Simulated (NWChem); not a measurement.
System: hydrogen cyanide (CHN); SMILES C#N

Parts of the log:

```
             Northwest Computational Chemistry Package (NWChem) 7.3.0
             --------------------------------------------------------

                             Geometry "geometry" -> ""
                             -------------------------

 Output coordinates in angstroms (scale by  1.889725989 to convert to a.u.)

  No.       Tag          Charge          X              Y              Z
 ---- ---------------- ---------- -------------- -------------- --------------
    1 C                    6.0000     0.00000000     0.00000000    -0.49154900
    2 N                    7.0000     0.00000000     0.00000000     0.66223300
    3 H                    1.0000     0.00000000     0.00000000    -1.57110900

 Effective nuclear repulsion energy (a.u.)      23.8628035349

                              NWChem Property Module
                              ----------------------

  itol2e modified to match energy
  convergence criterion.

                                 NWChem DFT Module
                                 -----------------

 Summary of "ao basis" -> "ao basis" (spherical)
 ------------------------------------------------------------------------------
       Tag                 Description            Shells   Functions and Types
 ---------------- ------------------------------  ------  ---------------------
 C                          pcsseg-2                12       36   4s5p2d1f
 N                          pcsseg-2                12       36   4s5p2d1f
 H                          pcsseg-2                 6       14   3s2p1d

  itol2e modified to match energy
  convergence criterion.

            General Information
            -------------------
          SCF calculation type: DFT
          Wavefunction type:  closed shell.
          No. of atoms     :     3
          No. of electrons :    14
           Alpha electrons :     7
            Beta electrons :     7
          Charge           :     0
          Spin multiplicity:     1
          Use of symmetry is: off; symmetry adaption is: off
          Maximum number of iterations: 150
          AO basis - number of functions:    86
                     number of shells:    30
          Convergence on energy requested:  1.00D-07
          Convergence on density requested:  1.00D-05
          Convergence on gradient requested:  5.00D-04

              XC Information
              --------------
                         B3LYP Method XC Potential
                     Hartree-Fock (Exact) Exchange  0.200
                        Slater Exchange Functional  0.800 local
                    Becke 1988 Exchange Functional  0.720 non-local
              Lee-Yang-Parr Correlation Functional  0.810
                  VWN I RPA Correlation Functional  0.190 local

             Grid Information
             ----------------
          Grid used for XC integration:  fine
          Radial quadrature: Mura-Knowles
          Angular quadrature: Lebedev.
          Tag              B.-S. Rad. Rad. Pts. Rad. Cut. Ang. Pts.
          ---              ---------- --------- --------- ---------
          C                   0.70       70           8.0       590
          N                   0.65       70           9.0       590
          H                   0.35       60           8.0       590
          Grid pruning is: on
          Number of quadrature shells:   200
          Spatial weights used:  Erf1

      Superposition of Atomic Density Guess
      -------------------------------------

 Sum of atomic energies:         -92.47705328

      Non-variational initial energy
      ------------------------------

 Total energy =     -93.087324
 1-e energy   =    -171.275530
 2-e energy   =      54.325402
 HOMO         =      -0.456785
 LUMO         =       0.032361

   convergence    iter        energy       DeltaE   RMS-Dens  Diis-err
 ---------------- ----- ----------------- --------- --------- ---------
 d= 0,ls=0.0,diis     1    -93.3951437348 -1.17D+02  8.26D-03  6.22D-01
 d= 0,ls=0.0,diis     2    -93.1569173021  2.38D-01  6.28D-03  2.67D+00
 d= 0,ls=0.0,diis     3    -93.4612909604 -3.04D-01  8.32D-04  3.54D-02
 d= 0,ls=0.0,diis     4    -93.4645415400 -3.25D-03  2.28D-04  9.91D-04
 d= 0,ls=0.0,diis     5    -93.4646603085 -1.19D-04  5.77D-05  1.08D-04
  Resetting Diis
 d= 0,ls=0.0,diis     6    -93.4646737484 -1.34D-05  4.92D-06  8.58D-07
 d= 0,ls=0.0,diis     7    -93.4646738374 -8.91D-08  3.44D-06  8.03D-08

         Total DFT energy =      -93.464673837429
      One electron energy =     -172.796876914971
           Coulomb energy =       68.071403209986
    Exchange-Corr. energy =      -12.602003667331
 Nuclear repulsion energy =       23.862803534887

 Numeric. integr. density =       13.999999962404

                       DFT Final Molecular Orbital Analysis
                       ------------------------------------

 Vector    5  Occ=2.000000D+00  E=-3.932383D-01
              MO Center= -1.1D-09,  1.7D-09,  8.3D-01, r^2= 8.6D-01
   Bfn.  Coefficient  Atom+Function         Bfn.  Coefficient  Atom+Function
  ----- ------------  ---------------      ----- ------------  ---------------
    39      0.323469  2 N  s                 52      0.282164  2 N  pz
    49      0.270993  2 N  pz                40      0.202873  2 N  s
    38      0.188306  2 N  s                 13     -0.139945  1 C  pz
     3     -0.138970  1 C  s                 55      0.130351  2 N  pz
    37     -0.124358  2 N  s                 46      0.124718  2 N  pz

 Vector    6  Occ=2.000000D+00  E=-3.728041D-01
              MO Center= -2.7D-10, -3.0D-10,  1.2D-01, r^2= 1.1D+00
   Bfn.  Coefficient  Atom+Function         Bfn.  Coefficient  Atom+Function
  ----- ------------  ---------------      ----- ------------  ---------------
    50      0.213197  2 N  px                14      0.195567  1 C  px
    51      0.190147  2 N  py                47      0.180482  2 N  px
    15      0.174424  1 C  py                11      0.168985  1 C  px
    48      0.160969  2 N  py                12      0.150716  1 C  py
    53      0.087174  2 N  px                44      0.081775  2 N  px

 Vector    7  Occ=2.000000D+00  E=-3.728041D-01
              MO Center=  1.2D-09, -1.3D-09,  1.2D-01, r^2= 1.1D+00
   Bfn.  Coefficient  Atom+Function         Bfn.  Coefficient  Atom+Function
  ----- ------------  ---------------      ----- ------------  ---------------
    51      0.213197  2 N  py                15      0.195567  1 C  py
    50     -0.190147  2 N  px                48      0.180482  2 N  py
    14     -0.174424  1 C  px                12      0.168985  1 C  py
    47     -0.160969  2 N  px                11     -0.150716  1 C  px
    54      0.087174  2 N  py                45      0.081775  2 N  py

 Vector    8  Occ=0.000000D+00  E=-6.707856D-03
              MO Center=  1.3D-10, -1.4D-10, -2.1D-01, r^2= 2.3D+00
   Bfn.  Coefficient  Atom+Function         Bfn.  Coefficient  Atom+Function
  ----- ------------  ---------------      ----- ------------  ---------------
    18     -0.513381  1 C  py                17      0.475323  1 C  px
    54      0.438526  2 N  py                53     -0.406018  2 N  px
    15     -0.231560  1 C  py                14      0.214394  1 C  px
    51      0.206608  2 N  py                50     -0.191292  2 N  px
    48      0.178741  2 N  py                47     -0.165490  2 N  px

 Vector    9  Occ=0.000000D+00  E=-6.707856D-03
              MO Center= -2.0D-10, -1.9D-10, -2.1D-01, r^2= 2.3D+00
   Bfn.  Coefficient  Atom+Function         Bfn.  Coefficient  Atom+Function
  ----- ------------  ---------------      ----- ------------  ---------------
    17      0.513381  1 C  px                18      0.475323  1 C  py
    53     -0.438526  2 N  px                54     -0.406018  2 N  py
    14      0.231560  1 C  px                15      0.214394  1 C  py
    50     -0.206608  2 N  px                51     -0.191292  2 N  py
    47     -0.178741  2 N  px                48     -0.165490  2 N  py

 Vector   10  Occ=0.000000D+00  E= 1.583805D-02
              MO Center= -7.8D-10,  1.2D-09, -2.3D+00, r^2= 3.0D+00
   Bfn.  Coefficient  Atom+Function         Bfn.  Coefficient  Atom+Function
  ----- ------------  ---------------      ----- ------------  ---------------
    75      2.632094  3 H  s                  4     -2.143365  1 C  s
    19      0.741204  1 C  pz                55     -0.195536  2 N  pz
     2     -0.168647  1 C  s                 13      0.133890  1 C  pz
     3      0.113168  1 C  s                 81     -0.106748  3 H  pz
     1      0.077053  1 C  s                 27      0.067168  1 C  d  0

     Multipole analysis of the density
     ---------------------------------

     L   x y z        total         alpha         beta         nuclear
     -   - - -        -----         -----         ----         -------
     0   0 0 0     -0.000000     -7.000000     -7.000000     14.000000

     1   1 0 0     -0.000000     -0.000000     -0.000000      0.000000
     1   0 1 0      0.000000      0.000000      0.000000      0.000000
     1   0 0 1     -1.206868     -0.712309     -0.712309      0.217749

     2   2 0 0     -8.811055     -4.405528     -4.405528      0.000000
     2   1 1 0     -0.000000     -0.000000     -0.000000      0.000000
     2   1 0 1     -0.000000     -0.000000     -0.000000      0.000000
     2   0 2 0     -8.811055     -4.405528     -4.405528      0.000000
     2   0 1 1      0.000000      0.000000      0.000000      0.000000
     2   0 0 2     -7.383752    -16.169128    -16.169128     24.954504

          -----------------------------------------
          Chemical Shielding Tensors (GIAO, in ppm)
          -----------------------------------------

                                NWChem CPHF Module
                                ------------------

  scftype          =     RHF
  nclosed          =        7
  nopen            =        0
  variables        =      553
  # of vectors     =        3
  tolerance        = 0.10D-03
  level shift      = 0.00D+00
  max iterations   =       50
  max subspace     =       30

 SCF residual:    1.0394049391045206E-003

Iterative solution of linear equations
  No. of variables      553
  No. of equations        3
  Maximum subspace       30
        Iterations       50
       Convergence  1.0D-04

   iter   nsub   residual    time
   ----  ------  --------  ---------
     1      3    4.29D-01      16.5
     2      6    1.20D-02      18.9
     3      9    3.43D-04      21.6
     4     12    1.29D-05      24.7

      Atom:    1  C
        Diamagnetic
    257.5620     -0.0000      0.0000
     -0.0000    257.5620      0.0000
      0.0000      0.0000    278.5775

        Paramagnetic
   -294.9663     -0.0000     -0.0000
     -0.0000   -294.9663     -0.0000
     -0.0000     -0.0000      0.0000

        Total Shielding Tensor
    -37.4043     -0.0000     -0.0000
     -0.0000    -37.4043     -0.0000
     -0.0000     -0.0000    278.5775

           isotropic =      67.9230
          anisotropy =     315.9818

          Principal Components and Axis System
                 1           2           3
              278.5775    -37.4043    -37.4043

      1        -0.0000      0.6202      0.7844
      2        -0.0000      0.7844     -0.6202
      3         1.0000      0.0000      0.0000

      Atom:    2  N
        Diamagnetic
    320.0331      0.0000      0.0000
      0.0000    320.0331     -0.0000
      0.0000     -0.0000    340.1908

        Paramagnetic
   -568.1818      0.0000      0.0000
      0.0000   -568.1818     -0.0000
      0.0000     -0.0000     -0.0000

        Total Shielding Tensor
   -248.1488      0.0000      0.0000
      0.0000   -248.1488     -0.0000
      0.0000     -0.0000    340.1908

           isotropic =     -52.0356
          anisotropy =     588.3396

          Principal Components and Axis System
                 1           2           3
              340.1908   -248.1488   -248.1488

      1         0.0000      0.7845      0.6202
      2        -0.0000     -0.6202      0.7845
      3         1.0000     -0.0000      0.0000

      Atom:    3  H
        Diamagnetic
     25.0237     -0.0000     -0.0000
     -0.0000     25.0237      0.0000
     -0.0000      0.0000     38.3785

        Paramagnetic
     -1.1082     -0.0000     -0.0000
     -0.0000     -1.1082     -0.0000
     -0.0000     -0.0000      0.0000

        Total Shielding Tensor
     23.9155     -0.0000     -0.0000
     -0.0000     23.9155     -0.0000
     -0.0000     -0.0000     38.3785

           isotropic =      28.7365
          anisotropy =      14.4631

          Principal Components and Axis System
                 1           2           3
               38.3785     23.9155     23.9155

      1        -0.0000      0.7116      0.7026
      2        -0.0000     -0.7026      0.7116
      3         1.0000      0.0000      0.0000
```

Level: B3LYP/pcSseg-2, GIAO. Structure relaxed at the PBE0/def2-SVP level. The printed shielding anisotropy is the first printed principal value minus the mean of the other two.

Task: Write an input that gives this output.

Result: One answer among several that fit: the input that was run:
```
start job
memory heap 200 mb stack 900 mb global 1100 mb
geometry units angstroms noautosym nocenter noautoz
  C      0.000000     0.000000    -0.491549
  N      0.000000     0.000000     0.662233
  H      0.000000     0.000000    -1.571109
end
basis spherical
  C library pcsseg-2
  N library pcsseg-2
  H library pcsseg-2
end
dft
  xc b3lyp
  iterations 150
end
property
  shielding
end
task dft property
```
